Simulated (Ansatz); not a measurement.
# AlCCl⁺, doublet in cc-pVDZ: errors against RCCSDT(Q)

Geometry: that of the AlCCl, singlet, kept fixed.

```tsv
atom	x (Å)	y (Å)	z (Å)
Al	0.0000	-0.0844	1.9185
C	0.0000	0.4145	0.0736
Cl	0.0000	-0.0762	-1.4850
```

Basis cc-pVDZ; Ansatz 0.2.0. Only valence electrons are correlated (noble-gas cores frozen), which leaves 13 electrons in 39 orbitals. Prefix R: restricted or restricted open-shell reference; prefix U: unrestricted.

Full CI isn't at hand for all of this; RCCSDT(Q) serves as the reference, and is uncertain by the last step of the cluster series or more. The frozen core follows each run's orbitals, which can shift R against U totals by a few meV.

Unrestricted rows (U) aren't spin-pure: their determinants' ⟨S²⟩ exceeds S(S+1) by up to 0.90, so they mix in states of higher spin.

The UHF ⟨S²⟩ is 1.646 and the T1 diagnostic (RCCSD) is 0.0531. The largest doubles amplitude (RCCSD) is 0.140. The T1 diagnostic (UCCSD) is 0.0748.

From what is known of these methods and the diagnostics, rank them by the size of their error in total energy against RCCSDT(Q) in cc-pVDZ, smallest first (an estimate: the text doesn't fix the numbers).
A. RCCSD
B. UCCSDT(Q)
C. RMP2
D. UCCSDT
E. UCCSD(T)

B (16 meV), D (45 meV), E (152 meV), A (486 meV), C (1527 meV).

All errors are against RCCSDT(Q) in cc-pVDZ. Below it: UCCSDT(Q). With T1 at 0.053 and a doubles amplitude of 0.14 one determinant is a poor start. Within each family the higher level lies nearer, as is usual though not guaranteed.
